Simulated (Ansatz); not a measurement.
Basis-set extrapolation for `C=CCC1CO1` (PBE0-D4/def2-TZVP geometry, frozen core, the Gaussian-basis code of Ansatz). Multiplicity 1, RHF reference.

```json
{"": "HF", "def2-TZVPP": "-268.892844", "def2-QZVPP": "-268.905117"}
{"": "MP2 correlation", "def2-TZVPP": "-1.061100", "def2-QZVPP": "-1.131958"}
{"": "CCSD(T) correlation", "def2-TZVPP": "-1.150797", "def2-QZVPP": "not run"}
```

Energies in hartree. Use E(X) = E(∞) + A·exp(−7.88·√X) for Hartree–Fock and E(X) = E(∞) + B·X^(−2.97) for correlation, with X = 3 and 4, and add CCSD(T) minus MP2 of the smaller set to the MP2 limit.

Question: What is the CCSD(T) energy at the basis-set limit?

Answer: HF limit: -268.905117 + (-0.012273) × 0.13774 = -268.90681. MP2 limit: -1.131958 + (-0.070858) × 0.74074 = -1.18445. Higher-order term: -1.150797 − (-1.061100) = -0.08970. Total: -270.18096 hartree, 360.5 kJ/mol below CCSD(T)/def2-TZVPP.
